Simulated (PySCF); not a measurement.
Species: thioacrolein, C3H4S.
Structure used (GFN2-xTB), in Å, numbered top down from 1:
```xyz
8
C3H4S angstrom
C     -1.257    0.184   -0.082
C     -0.100   -0.448    0.129
C      1.171    0.186   -0.034
S      2.593   -0.567    0.215
H     -2.206   -0.308    0.044
H     -1.285    1.217   -0.390
H     -0.079   -1.484    0.438
H      1.171    1.228   -0.344
```

Computed, not measured: TDDFT PBE0/def2-SVPD, vertical, gas phase, core orbitals frozen in the response in PySCF 2.14.0, density-fitted response routines.

Transition dipole moments from the ground state, in atomic units and in the frame of the coordinates above (overall signs are arbitrary), for the states with f of 0.002 or more among the lowest 8:

```json
{"state": "S2", "E (hartree)": "0.1807", "μx": "-2.025", "μy": "0.442", "μz": "-0.170"}
{"state": "S4", "E (hartree)": "0.2275", "μx": "0.004", "μy": "-0.056", "μz": "-0.186"}
{"state": "S5", "E (hartree)": "0.2311", "μx": "-0.487", "μy": "-0.104", "μz": "0.022"}
{"state": "S7", "E (hartree)": "0.2414", "μx": "0.249", "μy": "-0.176", "μz": "0.055"}
{"state": "S8", "E (hartree)": "0.2485", "μx": "-0.279", "μy": "-0.699", "μz": "0.202"}
```

Task: Work out the oscillator strengths.

Result: f = (2/3) ΔE |μ|² with ΔE in hartree (27.2114 eV).

| state | \|μ\|² (au) | \|μ\| (D) | f |
| --- | --- | --- | --- |
| S2 | 4.326 | 5.29 | 0.521 |
| S4 | 0.038 | 0.49 | 0.006 |
| S5 | 0.249 | 1.27 | 0.038 |
| S7 | 0.096 | 0.79 | 0.015 |
| S8 | 0.607 | 1.98 | 0.101 |

Task: Label these states by symmetry in Cs.

Result: Polarised normal to the mirror plane, so A″: S4. Polarised in the mirror plane, so A′: S2, S5, S7 and S8.

Task: Which bond between heavy atoms lies closest to the direction of the S2 transition dipole?

Result: C3–S4 and C1–C2, at 16° from it; next C2–C3 at 40°.

Task: What angle do the transition dipoles of S2 and S7 make?

Result: |cos θ| = |μa·μb| / (|μa| |μb|) = 0.92, so θ ≈ 23° (taken between 0 and 90°, since the signs are arbitrary).

Task: What peak molar absorption coefficient would the strongest computed level give as a lone Gaussian band 0.3 eV wide at half height?

Result: ε(max) = 2.175×10⁸ f / FWHM, with the width in cm⁻¹. S2: 2.175×10⁸ × 0.5210 / 2420 ≈ 47000 L mol⁻¹ cm⁻¹.

Hardware: an Arm Neoverse V2 with one thread, no GPU (shared host). Cost: 5.3 s wall.

One conformer stands for the species.
